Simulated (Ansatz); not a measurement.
# Interaction energy ladder

The pair of NH3 (SMILES N, atoms 1–4) and SiH4 (SMILES [SiH4], atoms 5–9), both closed shells, in one local arrangement (a lower one may exist), relaxed at PBE0-D4/def2-TZVP:

```
9
angstrom
N -0.0237 0.2321 -1.5579
H -0.6852 -0.3834 -2.0153
H -0.2867 1.1825 -1.7883
H 0.8841 0.0611 -1.9728
Si 0.0217 -0.2132 1.4314
H 0.3547 -1.5080 0.7903
H 1.0360 0.8247 1.1274
H 0.0443 -0.4333 2.9091
H -1.3455 0.2374 1.0763
```

Ansatz 0.2.0; basis: def2-TZVPPD, with def2-QZVPPD for the basis limit; cores frozen in the correlated methods. B3LYP uses VWN-RPA correlation. Extrapolation: Hartree–Fock as exp(−7.88 √X), correlation as X^−2.97. Interaction energies count from these two fragments, frozen as in the pair, with the counterpoise correction; negative means bound.

(1) What is the interaction energy by CCSD(T) at an estimated basis limit (MP2 extrapolated from triple and quadruple zeta, plus CCSD(T) − MP2 in triple zeta)? (An estimate is asked for; the value comes from the calculation.)

No T1 diagnostic of these runs exceeds 0.012.

Answers

(1) Computed: -9.9 kJ/mol. Hartree–Fock alone gives -0.3 kJ/mol at the basis limit. It counts from the two fragments frozen as in the pair.

The same quantity by other methods in triple zeta, and each one's difference from that estimate:
```tsv
method	E_int (kJ/mol)	difference
PBE-D4	-11.3	-1.4
revPBE-D4	-10.0	-0.1
BLYP-D4	-8.7	1.2
r2SCAN-D4	-10.2	-0.3
B97M-V	-11.3	-1.4
PBE0-D4	-11.1	-1.2
B3LYP-D4	-9.5	0.4
HSE06-D4	-11.0	-1.1
wB97X-V	-10.0	-0.1
wB97M-V	-11.2	-1.3
B2PLYP	-5.4	4.5
HF	-0.1	9.8
MP2	-8.5	1.4
CCSD	-7.0	2.9
CCSD(T)	-8.3	1.6
```
Differences are method less estimate.

Energy to bend the free fragments (PBE0-D4 minima) into their shapes in the pair, CCSD(T)/def2-TZVPPD: NH3 0.1 kJ/mol; SiH4 1.5 kJ/mol. This must be added to the interaction energy to get the binding energy from relaxed fragments.

Basis-set superposition shift (counterpoise-corrected less uncorrected): CCSD(T) 1.9; MP2 1.9; HF 0.4; PBE0-D4 0.5; wB97M-V 0.7 kJ/mol.

For scale, one of the runs: CCSD(T)/def2-TZVPPD, 204 basis functions, launched by `ansatz run in.yaml --threads 2 --pin off --events-out ev --progress --plain --max-ram 5222MiB`. Time: 14 s of wall clock on 2 CPU threads; the host was shared. Peak host memory: 2.8 GiB.
